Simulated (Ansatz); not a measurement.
Born–Oppenheimer molecular dynamics of CH5NSi (8 atoms, charge 0, multiplicity 1). It starts at the highest image of a converged band. Of that band: A structure lower than the first end lies on the path between it and the top, so the climb from that side starts below the end, which may itself be a saddle point or a shallow side well. Neighbouring images differ by up to 1.8 eV, so the band resolves the path poorly. A vibrational analysis at the climbing image gives one clearly imaginary mode, 857i cm⁻¹: a first-order saddle point.

Level of theory: RKS PBE-D4/def2-SVP in Ansatz.

| Property | Result |
| --- | --- |
| ensemble | NVE (velocity Verlet) |
| time step | 0.5 fs |
| steps asked | 200 |
| starting velocities drawn for | 100 K |
| seed | 3627 |

Frames 1 fs apart, positions in Å, forces in eV/Å.

Velocities at 5.0 fs (Å/ps):

```
N -2.10 0.19 -1.23
C 2.48 2.37 1.76
Si 0.86 -0.52 0.38
H -5.20 2.03 4.36
H -2.59 -21.63 -1.96
H -6.09 -3.39 -1.59
H -3.50 11.13 -12.56
H -6.78 -4.51 -2.67
```

```xyz
8
Properties=species:S:1:pos:R:3:forces:R:3 time_fs=5.0 energy_less_start_eV=0.013 T=83
N -1.339 0.495 -0.600 0.36 -0.57 -0.07
C 0.032 0.188 -0.641 -0.73 0.33 -0.15
Si 0.554 -0.775 0.855 -0.05 -0.17 0.29
H -1.498 1.463 -0.947 0.31 0.04 0.15
H 0.552 -0.025 -1.607 0.03 0.10 0.02
H -0.230 -0.328 2.047 0.01 0.01 0.07
H 0.745 0.991 -0.161 0.13 0.33 -0.29
H 1.115 -2.175 0.951 -0.07 -0.08 -0.02
8
Properties=species:S:1:pos:R:3:forces:R:3 time_fs=6.0 energy_less_start_eV=0.008 T=90
N -1.341 0.495 -0.601 0.41 -0.64 -0.10
C 0.034 0.191 -0.640 -0.65 0.41 -0.28
Si 0.555 -0.775 0.855 -0.06 -0.17 0.36
H -1.502 1.466 -0.942 0.33 0.04 0.19
H 0.549 -0.046 -1.609 -0.05 0.14 0.15
H -0.236 -0.331 2.046 0.02 0.00 0.06
H 0.742 1.003 -0.175 0.10 0.29 -0.36
H 1.108 -2.180 0.948 -0.10 -0.08 -0.03
8
Properties=species:S:1:pos:R:3:forces:R:3 time_fs=7.0 energy_less_start_eV=-0.002 T=103
N -1.342 0.494 -0.603 0.44 -0.70 -0.13
C 0.036 0.193 -0.638 -0.54 0.53 -0.37
Si 0.555 -0.776 0.856 -0.06 -0.16 0.43
H -1.502 1.468 -0.935 0.34 0.05 0.23
H 0.546 -0.066 -1.609 -0.11 0.17 0.25
H -0.242 -0.334 2.045 0.03 -0.02 0.05
H 0.740 1.019 -0.193 0.04 0.21 -0.42
H 1.100 -2.186 0.945 -0.13 -0.07 -0.04
8
Properties=species:S:1:pos:R:3:forces:R:3 time_fs=8.0 energy_less_start_eV=-0.019 T=125
N -1.344 0.493 -0.604 0.46 -0.75 -0.16
C 0.037 0.197 -0.637 -0.41 0.67 -0.40
Si 0.556 -0.776 0.856 -0.05 -0.15 0.49
H -1.500 1.471 -0.925 0.32 0.05 0.27
H 0.542 -0.084 -1.607 -0.15 0.17 0.29
H -0.247 -0.338 2.045 0.04 -0.04 0.04
H 0.739 1.036 -0.214 -0.03 0.11 -0.48
H 1.091 -2.192 0.942 -0.16 -0.06 -0.05
8
Properties=species:S:1:pos:R:3:forces:R:3 time_fs=9.0 energy_less_start_eV=-0.044 T=157
N -1.345 0.492 -0.606 0.47 -0.78 -0.19
C 0.038 0.201 -0.636 -0.28 0.82 -0.37
Si 0.557 -0.777 0.857 -0.05 -0.12 0.55
H -1.494 1.475 -0.914 0.28 0.06 0.31
H 0.537 -0.100 -1.603 -0.16 0.14 0.25
H -0.253 -0.342 2.045 0.04 -0.06 0.03
H 0.737 1.055 -0.240 -0.10 0.00 -0.51
H 1.080 -2.199 0.938 -0.20 -0.05 -0.06
8
Properties=species:S:1:pos:R:3:forces:R:3 time_fs=10.0 energy_less_start_eV=-0.077 T=200
N -1.346 0.490 -0.607 0.46 -0.80 -0.23
C 0.039 0.205 -0.636 -0.16 0.97 -0.31
Si 0.558 -0.778 0.858 -0.04 -0.09 0.59
H -1.485 1.479 -0.899 0.22 0.06 0.36
H 0.530 -0.116 -1.595 -0.14 0.07 0.16
H -0.257 -0.346 2.046 0.05 -0.07 0.02
H 0.734 1.073 -0.271 -0.15 -0.09 -0.52
H 1.067 -2.207 0.934 -0.24 -0.05 -0.07
8
Properties=species:S:1:pos:R:3:forces:R:3 time_fs=11.0 energy_less_start_eV=-0.118 T=253
N -1.346 0.487 -0.609 0.44 -0.79 -0.27
C 0.039 0.210 -0.635 -0.05 1.11 -0.23
Si 0.558 -0.779 0.859 -0.02 -0.05 0.63
H -1.475 1.484 -0.881 0.15 0.05 0.41
H 0.522 -0.130 -1.587 -0.10 -0.03 0.03
H -0.262 -0.351 2.046 0.04 -0.09 0.01
H 0.730 1.091 -0.307 -0.18 -0.15 -0.50
H 1.052 -2.214 0.928 -0.28 -0.04 -0.09
8
Properties=species:S:1:pos:R:3:forces:R:3 time_fs=12.0 energy_less_start_eV=-0.167 T=315
N -1.346 0.484 -0.611 0.42 -0.76 -0.30
C 0.040 0.216 -0.635 0.05 1.20 -0.19
Si 0.559 -0.779 0.861 -0.01 -0.01 0.66
H -1.463 1.489 -0.859 0.07 0.02 0.47
H 0.513 -0.145 -1.578 -0.07 -0.15 -0.10
H -0.266 -0.357 2.047 0.03 -0.10 0.02
H 0.724 1.107 -0.347 -0.17 -0.16 -0.45
H 1.034 -2.223 0.922 -0.32 -0.04 -0.10
8
Properties=species:S:1:pos:R:3:forces:R:3 time_fs=13.0 energy_less_start_eV=-0.223 T=387
N -1.346 0.481 -0.613 0.39 -0.70 -0.32
C 0.041 0.223 -0.635 0.14 1.22 -0.23
Si 0.560 -0.780 0.863 0.01 0.05 0.67
H -1.450 1.494 -0.833 -0.03 -0.03 0.53
H 0.503 -0.162 -1.570 -0.05 -0.27 -0.18
H -0.270 -0.364 2.048 0.01 -0.11 0.02
H 0.716 1.122 -0.392 -0.13 -0.13 -0.38
H 1.013 -2.231 0.916 -0.35 -0.04 -0.12
8
Properties=species:S:1:pos:R:3:forces:R:3 time_fs=14.0 energy_less_start_eV=-0.286 T=469
N -1.346 0.477 -0.616 0.38 -0.61 -0.31
C 0.041 0.232 -0.635 0.23 1.16 -0.37
Si 0.561 -0.781 0.865 0.03 0.11 0.68
H -1.438 1.499 -0.801 -0.13 -0.09 0.58
H 0.492 -0.181 -1.564 -0.07 -0.36 -0.18
H -0.273 -0.372 2.049 -0.01 -0.12 0.03
H 0.707 1.135 -0.441 -0.05 -0.05 -0.28
H 0.989 -2.240 0.908 -0.38 -0.04 -0.14
8
Properties=species:S:1:pos:R:3:forces:R:3 time_fs=15.0 energy_less_start_eV=-0.357 T=560
N -1.345 0.472 -0.618 0.39 -0.51 -0.28
C 0.042 0.240 -0.636 0.31 1.03 -0.62
Si 0.562 -0.782 0.867 0.04 0.18 0.67
H -1.427 1.503 -0.764 -0.23 -0.16 0.62
H 0.481 -0.203 -1.559 -0.12 -0.41 -0.08
H -0.277 -0.382 2.051 -0.04 -0.12 0.04
H 0.698 1.148 -0.492 0.05 0.03 -0.19
H 0.961 -2.249 0.898 -0.41 -0.03 -0.16
8
Properties=species:S:1:pos:R:3:forces:R:3 time_fs=16.0 energy_less_start_eV=-0.434 T=660
N -1.344 0.467 -0.621 0.42 -0.41 -0.21
C 0.043 0.250 -0.637 0.39 0.85 -0.93
Si 0.562 -0.783 0.869 0.05 0.25 0.65
H -1.418 1.506 -0.721 -0.33 -0.24 0.64
H 0.469 -0.230 -1.555 -0.18 -0.41 0.08
H -0.281 -0.392 2.053 -0.06 -0.12 0.04
H 0.689 1.161 -0.545 0.14 0.10 -0.10
H 0.929 -2.259 0.887 -0.43 -0.03 -0.19
```

Of the whole run (100 fs, mean temperature of the second half 1793 K): The conserved energy stayed within 0.24 meV per atom of its start (net change -0.24 meV per atom), so the integration is sound. The system heated up, since it started high on the potential surface and ran downhill. A run of 0.1 ps of so small a system gives no equilibrium averages. The orbitals stay closed-shell, which can raise the energy where a bond breaks towards radicals; this wasn't checked here.

Run time: 5.2 min on 1 thread of Arm Neoverse V1 (shared host), peak memory 0.12 GiB.
